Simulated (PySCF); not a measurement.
Broadened absorption spectrum of vinylacetylene

Vinylacetylene, C₄H₄.
InChI=1S/C4H4/c1-3-4-2/h1,4H,2H2

Method used: TDDFT CAM-B3LYP/def2-SVPD, vertical, gas phase, core orbitals frozen in the response in PySCF. Isolated species at its GFN2-xTB geometry, gas phase.

Broadening: Gaussians 0.5 eV wide at half height, area fixed by f = 4.319×10⁻⁹ ∫ε dν̃. The cross-section is σ = 3.8235×10⁻²¹ ε cm², given in Mb (10⁻¹⁸ cm²). The width is an assumption, not a result. The curve ends short of the highest state used, and states not computed would add to its high-energy end.

```json
{"E (eV)": "4.77", "σ (Mb)": "0.00"}
{"E (eV)": "4.84", "σ (Mb)": "0.01"}
{"E (eV)": "4.92", "σ (Mb)": "0.02"}
{"E (eV)": "4.99", "σ (Mb)": "0.08"}
{"E (eV)": "5.07", "σ (Mb)": "0.30"}
{"E (eV)": "5.14", "σ (Mb)": "0.81"}
{"E (eV)": "5.22", "σ (Mb)": "2.24"}
{"E (eV)": "5.29", "σ (Mb)": "4.86"}
{"E (eV)": "5.37", "σ (Mb)": "10.30"}
{"E (eV)": "5.44", "σ (Mb)": "17.68"}
{"E (eV)": "5.51", "σ (Mb)": "27.23"}
{"E (eV)": "5.59", "σ (Mb)": "39.04"}
{"E (eV)": "5.66", "σ (Mb)": "47.63"}
{"E (eV)": "5.74", "σ (Mb)": "52.33"}
{"E (eV)": "5.81", "σ (Mb)": "50.59"}
{"E (eV)": "5.89", "σ (Mb)": "42.62"}
{"E (eV)": "5.96", "σ (Mb)": "32.67"}
{"E (eV)": "6.04", "σ (Mb)": "21.14"}
{"E (eV)": "6.11", "σ (Mb)": "12.91"}
{"E (eV)": "6.19", "σ (Mb)": "6.50"}
{"E (eV)": "6.26", "σ (Mb)": "3.24"}
{"E (eV)": "6.34", "σ (Mb)": "1.36"}
{"E (eV)": "6.41", "σ (Mb)": "0.63"}
{"E (eV)": "6.49", "σ (Mb)": "0.28"}
{"E (eV)": "6.56", "σ (Mb)": "0.15"}
{"E (eV)": "6.64", "σ (Mb)": "0.08"}
{"E (eV)": "6.71", "σ (Mb)": "0.06"}
{"E (eV)": "6.79", "σ (Mb)": "0.06"}
{"E (eV)": "6.86", "σ (Mb)": "0.09"}
{"E (eV)": "6.93", "σ (Mb)": "0.15"}
{"E (eV)": "7.01", "σ (Mb)": "0.34"}
{"E (eV)": "7.08", "σ (Mb)": "0.75"}
{"E (eV)": "7.16", "σ (Mb)": "1.98"}
{"E (eV)": "7.23", "σ (Mb)": "4.48"}
{"E (eV)": "7.31", "σ (Mb)": "10.37"}
{"E (eV)": "7.38", "σ (Mb)": "19.55"}
```

Q: Where are the band maxima, and which computed states make them?

A: 215 nm (5.75 eV), ε about 14000, made up of S2 (100%) (ε in L mol⁻¹ cm⁻¹; maxima over ε = 5, shares over 10%). At its high-energy end, 7.38 eV, the curve is still rising (ε about 5100, from S5). The states used: S1 5.52 eV (f 0.0000); S2 5.75 eV (f 0.254); S3 6.30 eV (f 0.0010); S4 7.15 eV (f 0.0008); S5 7.75 eV (f 0.420); S6 7.89 eV (f 0.047); S7 7.97 eV (f 0.042); S8 7.98 eV (f 0.018).

Q: What would ε be at 5.75 eV, the highest of these maxima, with half the width (0.25 eV)?

A: About 27400 L mol⁻¹ cm⁻¹ against 13700, a factor of about 2.00; a lone state at its own centre would give exactly 2.

Q: Coming from long wavelengths, where does ε first pass 100 L mol⁻¹ cm⁻¹?

A: At about 244 nm (5.09 eV), 0.43 eV below S1.

Q: On this curve, what absorbance would a 10⁻⁵ mol/L sample give at 248 nm over a 1 cm path?

A: 248 nm is 4.999 eV, where ε is about 25 L mol⁻¹ cm⁻¹, so A = ε c l ≈ 0.00025 (Beer–Lambert, with the gas-phase spectrum and the assumed width).
